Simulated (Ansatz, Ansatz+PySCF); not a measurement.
```xyz
8

Si    0.0000    0.0000   -1.1732
Si    0.0000    0.0000    1.1732
H     0.0000   -1.4036   -1.6897
H    -1.2155    0.7018   -1.6897
H     1.2155    0.7018   -1.6897
H     0.0000    1.4036    1.6897
H    -1.2155   -0.7018    1.6897
H     1.2155   -0.7018    1.6897
```

RHF-MP2 on singlet Si₂H₆ was run in several spherical basis sets with Ansatz (development build ahead of 0.2.0). Frozen core: 10 orbitals.

Q: Rank the basis sets by the total energy that they give, lowest first, with the distance from the lowest.
A. def2-SVP
B. cc-pVTZ
C. cc-pVDZ

A: B (0.00 eV), C (2.22 eV), A (7.18 eV).

Totals follow the description of the cores as much as that of the bonds, so this order isn't one of quality for chemistry.
